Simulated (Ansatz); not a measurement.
# Which is lower?

Two relaxed structures of CH$_{5}$SSi (charge +1), closed shell (PBE0-D4/def2-TZVP; forces vanish, vibrations not checked).

A:

Si1  (-1.316, 0.968, 0.111)
C2  (0.481, 0.263, 0.483)
S3  (0.911, -1.184, -0.481)
H4  (-1.546, -0.057, -1.002)
H5  (1.970, -1.753, 0.158)
H6  (0.639, 0.084, 1.549)
H7  (1.190, 1.040, 0.169)
H8  (0.032, -2.079, 0.015)
(Å)

B:

```
8
angstrom
Si -0.6452 0.4877 -0.6913
C 0.4962 0.3396 0.7389
S 0.8715 -1.1265 -0.3563
H -2.0088 -0.0429 -0.5605
H -0.2424 1.3245 -1.8287
H 0.1463 0.0417 1.7226
H 1.3820 0.9698 0.7736
H 0.0005 -1.9938 0.2018
```

Program: Ansatz 0.2.0. Basis: def2-TZVPP. Cores are frozen in the correlated methods. B3LYP uses VWN-RPA correlation.

(1) Which structure is lower at CCSD(T), and by how much? (An estimate is asked for; the value comes from the calculation.)

T1 diagnostic: at most 0.014. The restricted Hartree–Fock reference is unstable towards an unrestricted one at one or more of these structures.

Results:

(1) By the calculation: B, by 179.2 kJ/mol (electronic energy, against the other). By their contacts, A is CH₅SSi ([SiH][CH2][SH2]), total charge +1 and B is CH₅SSi ([CH2]1[SiH2][SH]1), total charge +1.

All methods give the same order:

```json
{"method": "PBE-D4", "E(B) − E(A) (kJ/mol)": "-180.6"}
{"method": "r2SCAN-D4", "E(B) − E(A) (kJ/mol)": "-198.7"}
{"method": "PBE0-D4", "E(B) − E(A) (kJ/mol)": "-187.7"}
{"method": "B3LYP-D4", "E(B) − E(A) (kJ/mol)": "-173.3"}
{"method": "wB97M-V", "E(B) − E(A) (kJ/mol)": "-178.4"}
{"method": "HF", "E(B) − E(A) (kJ/mol)": "-177.9"}
{"method": "MP2", "E(B) − E(A) (kJ/mol)": "-197.0"}
{"method": "CCSD", "E(B) − E(A) (kJ/mol)": "-176.0"}
{"method": "CCSD(T)", "E(B) − E(A) (kJ/mol)": "-179.2"}
```

Labels in which every atom is bracketed show which atoms are joined, not bond orders.

For scale, one of the runs: CCSD(T)/def2-TZVPP, 185 basis functions, launched by `ansatz run in.yaml --threads 2 --pin off --events-out ev --progress --plain --max-ram 4352MiB`. Hardware: 2 CPU threads of an Arm Neoverse V2, shared host. Wall time 22 s; peak host memory 1.7 GiB.
